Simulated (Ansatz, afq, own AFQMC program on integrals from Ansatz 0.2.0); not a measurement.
# AlSiH₄, doublet: AFQMC among the cluster methods

```xyz
6

Si    0.0000    0.0339    0.9056
Al    0.0000   -0.0841   -1.0328
H     0.0000    1.4150    1.4705
H     1.1989   -0.6742    1.4412
H    -1.1989   -0.6742    1.4412
H     0.0000    1.2396   -1.9397
```

Connectivity, by distances: SiH3–AlH.

Basis 6-31G. Only valence electrons are correlated. Ansatz 0.2.0 and our own AFQMC program on the same integrals; the CISD trial comes from CCSD amplitudes, and released means the phaseless constraint is let go. Free projection: walkers drawn from exp(T), propagated without any constraint. Its projection time is finite, and what remains of the start isn't in its error. Error bars are statistical, one sigma.

Determinant: UHF, the one that the program's search chose, which needn't be the lowest solution. The geometry is a point of a scan.

No full CI on the walks' own integrals is used here. The released AFQMC energy serves as the reference, which it does only where one determinant dominates, the energy is flat over the last release times and near the phaseless one (40 meV or 2 meV an electron, half that with transition metals). On small molecules, where full CI could be run and the noise was under 10 meV, such values lay within 10 meV of it in 19 cases of 20, a flattering rate, since the rule was set on those same cases; what remains of the bias isn't in the error bar.

Cautions: the ph-AFQMC/HF walk drifts between its halves (2.7 errors); the released value is read at 2.40 1/Eh (meV from the phaseless value at times in 1/Eh: 2 ± 4 at 0.24, -2 ± 4 at 0.51, -5 ± 4 at 0.99, -7 ± 3 at 1.62, -2 ± 4 at 2.40).

* T1 diagnostic: 0.0128
* weight of the determinant in the CISD state: 0.914
* ⟨S²⟩ of the determinant: 0.753
* size of the correlated space: 11 electrons in 24 orbitals

Reference: AFQMC with the constraint released, correlation energy -3.093 ± 0.004 eV.

```json
{"level": "HF", "E − E(reference) (kJ/mol)": "298.4 ± 0.4", "share of correlation (%)": "0.00"}
{"level": "MP2", "E − E(reference) (kJ/mol)": "85.3 ± 0.4", "share of correlation (%)": "71.42"}
{"level": "CCSD", "E − E(reference) (kJ/mol)": "6.7 ± 0.4", "share of correlation (%)": "97.76"}
{"level": "CCSD(T)", "E − E(reference) (kJ/mol)": "2.0 ± 0.4", "share of correlation (%)": "99.32"}
{"level": "ph-AFQMC/HF", "E − E(reference) (kJ/mol)": "1.2 ± 2.4", "share of correlation (%)": "99.59"}
{"level": "ph-AFQMC/CISD", "E − E(reference) (kJ/mol)": "0.2 ± 0.5", "share of correlation (%)": "99.95"}
{"level": "free AFQMC", "E − E(reference) (kJ/mol)": "0.9 ± 0.5", "share of correlation (%)": "99.71"}
```

Free projections are given only where their last times agree within the noise and don't stop above the reference; a slow remainder of the start can still hide under it. A walk keeps the symmetry of its determinant, which the program's search chose and which needn't be the lowest solution, so a lower state of the same spin and another symmetry isn't excluded. Released energies are given only where the last usable release times agree within the noise; a slower fall can still hide under it.
